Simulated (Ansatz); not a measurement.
Relaxation of BClH$_{2}$ (4 atoms, charge 0, multiplicity 1), to a largest force component of 0.02 eV/Å in at most 40 steps.

Method: RKS PBE-D4/def2-SVP (Ansatz).

```xyz
4
Properties=species:S:1:pos:R:3:forces:R:3
B 0.000 0.000 0.000 1.79 0.00 -1.03
H 0.000 0.000 1.190 0.34 0.00 0.51
Cl 1.611 0.000 -0.930 -1.86 0.00 1.07
H -1.030 0.000 -0.595 -0.27 0.00 -0.55
```

**Question.** Where does it end, and by what steps?

**Answer.** The run converged. After 3 steps the energy has fallen by 0.159 eV; Cl3 moved furthest, 0.10 Å.

| step | energy less start (eV) | largest force component (eV/Å) | accepted |
| --- | --- | --- | --- |
| 0 | 0.0000 | 1.861 | yes |
| 1 | -0.1288 | 0.999 | yes |
| 2 | -0.1470 | 0.290 | yes |
| 3 | -0.1588 | 0.019 | yes |

```xyz
4
Properties=species:S:1:pos:R:3
B 0.014 0.000 -0.008
H 0.055 0.000 1.203
Cl 1.526 0.000 -0.881
H -1.015 0.000 -0.649
```

Run time: 3.2 s on 1 thread of Arm Neoverse V1 (shared host), peak memory 0.098 GiB.
